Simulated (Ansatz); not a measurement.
**2H WS₂**

Level of theory: r²SCAN-D4 in Ansatz (plane waves, PAW).

Settings: plane-wave cutoff 500 eV, 12×12×4 k mesh (along the axes of the cell as run), gaussian smearing 0.02 eV, scalar-relativistic PAW data made under PBE.

Cell (relaxed at this level):

```cif
data_S4W2
_chemical_formula_sum 'W2 S4'
_space_group_name_H-M_alt 'P 1'
_space_group_IT_number 1
_cell_length_a 3.17171
_cell_length_b 3.17171
_cell_length_c 12.55041
_cell_angle_alpha 90.000
_cell_angle_beta 90.000
_cell_angle_gamma 120.000
loop_
_space_group_symop_operation_xyz
  'x, y, z'
loop_
_atom_site_label
_atom_site_type_symbol
_atom_site_fract_x
_atom_site_fract_y
_atom_site_fract_z
_atom_site_occupancy
W1 W 0.33333 0.66667 0.25000 1
W2 W 0.66667 0.33333 0.75000 1
S1 S 0.33333 0.66667 0.62566 1
S2 S 0.66667 0.33333 0.12566 1
S3 S 0.66667 0.33333 0.37434 1
S4 S 0.33333 0.66667 0.87434 1
```

- volume per atom: 18.22 Å³/atom
- lattice parameter a: 3.172 Å
- lattice parameter c: 12.550 Å

Measured, for comparison: lattice constant a 3.153 Å, lattice parameter c 12.323 Å (300 K, not corrected to a static lattice; as tabulated in arXiv:1605.07067). Computed (rounded) less measured: lattice constant a +0.6 %, lattice parameter c +1.8 %.

Spin–orbit coupling is not included.

The computed numbers hold no vibrational or temperature effects.

The result took about 2.4 core-minutes (a rough figure).

Ansatz is a first-principles code.
